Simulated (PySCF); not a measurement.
Cyanoacetylene, C3HN.
SMILES: `C#CC#N`

Theory: CAM-B3LYP/6-31+G* geometry optimisation, gas phase (PySCF 2.14.0).

Take the most abundant isotopes and a rigid rotor. 

**Question.** What are the moment of inertia and the rotational constant?

**Answer.** I = 111.123 u·Å², B = 505379 MHz·u·Å²/I = 4548 MHz (0.1517 cm⁻¹, or 0.218 K as hB/k).

**Question.** List the first levels of a rigid rotor in a Σ state.

**Answer.** E(J) = BJ(J+1): J = 1: 0.303, J = 2: 0.910, J = 3: 1.820, J = 4: 3.034, J = 5: 4.551, J = 6: 6.372 cm⁻¹.

**Question.** Where do the first rotational lines fall?

**Answer.** The dipole is 4.01 D; J+1 ← J lies at 2B(J+1): 1 ← 0 at 9.10 GHz, 2 ← 1 at 18.19 GHz, 3 ← 2 at 27.29 GHz, 4 ← 3 at 36.38 GHz, 5 ← 4 at 45.48 GHz, 6 ← 5 at 54.58 GHz.

**Question.** Estimate the classical rotational partition function at 25 K, 100 K and 298.15 K.

**Answer.** Point group C∞v, symmetry number σ = 1; q = kT/(σhB), k/h = 20836.6 MHz/K: 115 at 25 K, 458 at 100 K, 1370 at 298.15 K.

No frequency check. Constants of a rigid frame at the computed geometry: no zero-point averaging, no centrifugal distortion.
